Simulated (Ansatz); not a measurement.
Born–Oppenheimer molecular dynamics of H$_{6}$OSi (8 atoms, charge 0, multiplicity 1). It starts at the highest image of a converged band. Of that band: Neighbouring images differ by up to 1.6 eV, so the band resolves the path poorly. A vibrational analysis at the climbing image gives one clearly imaginary mode, 1211i cm⁻¹: a first-order saddle point.

The calculation used RKS BLYP/def2-SVP (Ansatz 0.2.0).

```json
{
  "ensemble": "NVE (velocity Verlet)",
  "time step": "0.5 fs",
  "steps asked": "200",
  "starting velocities drawn for": "300 K",
  "seed": "3322"
}
```

First frame:

```xyz
8
Properties=species:S:1:pos:R:3
Si -0.203 0.070 -0.141
H -0.161 0.649 1.548
H 1.093 -0.636 0.142
H -0.055 1.465 -0.662
H -0.741 -0.713 -1.330
O -1.866 -0.322 0.778
H -2.154 -1.261 0.846
H -1.176 0.118 1.582
```

Q: What does the run give?

A: The run went to its last step.

```
steps done                                               : 200
time covered                                             : 100 fs
mean temperature over the second half                    : 1990 K
spread of the potential energy over the second half      : 5.4 meV per atom
mean potential energy of the second half above the start : -163.8 meV per atom
```

The conserved energy stayed within 0.12 meV per atom of its start (net change 0.011 meV per atom), so the integration is sound. The kinetic energy rose, since the run started high on the potential surface and went downhill. It ends in pieces (H2O + H4Si), so much of that is their flight and rotation, not heat. A run of 0.1 ps of so small a system gives no equilibrium averages. The orbitals stay closed-shell, which can raise the energy where a bond breaks towards radicals; this wasn't checked here.

Q: What happens to the structure?

A: Between its relaxed ends the band would form Si1–O6, H2–H8 and break Si1–H2, O6–H8. These pairs go: Si1–O6 1.94 → 5.20 Å, H2–H8 1.15 → 6.83 Å, Si1–H2 1.79 → 1.47 Å, O6–H8 1.15 → 0.96 Å. In the last frame they stand as before the step (other bonds may differ from the relaxed reactants and products). It ends as H2O + H4Si. Pairs count as bonded within 1.25 times the sum of covalent radii (0.12 Å more for H–H). The details hang on the random start.

Q: How do temperature and energy run in time?

A: 
```tsv
time (fs)	T (K)	potential energy less start (eV)	conserved less start (meV/atom)
0	300	0.000	0.00
8	182	0.092	0.09
16	712	-0.319	0.05
24	1033	-0.568	0.03
32	1587	-0.998	-0.01
40	1856	-1.206	0.04
48	2048	-1.355	0.05
56	2075	-1.376	0.04
64	2060	-1.365	0.02
72	1968	-1.293	0.07
80	1955	-1.283	0.07
88	1919	-1.255	0.06
96	1960	-1.287	0.06
```

Run time: 4.2 min on 1 thread of Arm Neoverse V1, on a shared host, peak memory 0.095 GiB.
